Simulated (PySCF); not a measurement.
## How good is the calculation?

Numbering as in the mapped SMILES `[NH2:1][CH:2]=[O:3]`. Each H is labelled by its parent atom. Ha(N1) is cis to the C=O or C=S heteroatom; Hb(N1) is trans to the C=O or C=S heteroatom.

PySCF calculation with GIAO CAM-B3LYP/pcSseg-2 shieldings, B3LYP/pcJ-1 coupling constants and geometry from PBE0-D3(BJ)/def2-SVP; no solvent, non-relativistic Hamiltonian, single conformer.

Reference values: CCSD(T)/cc-pVQZ (gas (isolated, no vibration); M. Maurer, PhD thesis, LMU Munich (Maurer, Ochsenfeld, JCTC 2015 SI; set of Flaig et al., JCTC 2014, 10, 572)).
| atoms | quantity | reference | computed |
| --- | --- | --- | --- |
| C2 | δ 13C | 159.6 | 168.5 |
| O3 | δ 17O vs H2O (same level) | 393.7 | 425.7 |

Computed shifts are σ(ref) − σ with the named reference compound (TMS for H and C) calculated as an isolated molecule at the same level.

Coupling constants in Hz:
| coupling | reference | computed | source |
| --- | --- | --- | --- |
| 1J(C2,H(C2)) | 193.1 | 193.4 | measured; Jessen and Sauer, arXiv:2312.00705 |
| 2J(Ha(N1),Hb(N1)) | 2.6 | 7.2 | measured; Jessen and Sauer, arXiv:2312.00705 |
| 2J(N1,H(C2)) | -14.2 | -22.7 | measured; Jessen and Sauer, arXiv:2312.00705 |
| 1J(C2,H(C2)) | 188.3 | 193.4 | measured; liquid or solution (compiled); San Fabian, Garcia de la Vega, Suardiaz et al., Magn. Reson. Chem. 2013, 51, 775 (SI) |

6 of the 12 published NMR values on file for this molecule are compared. The rest: other calculations.

Hydrogen bonding in solution deshields acid and N–H amide carbonyl carbons by as much as 10 ppm beyond these values.
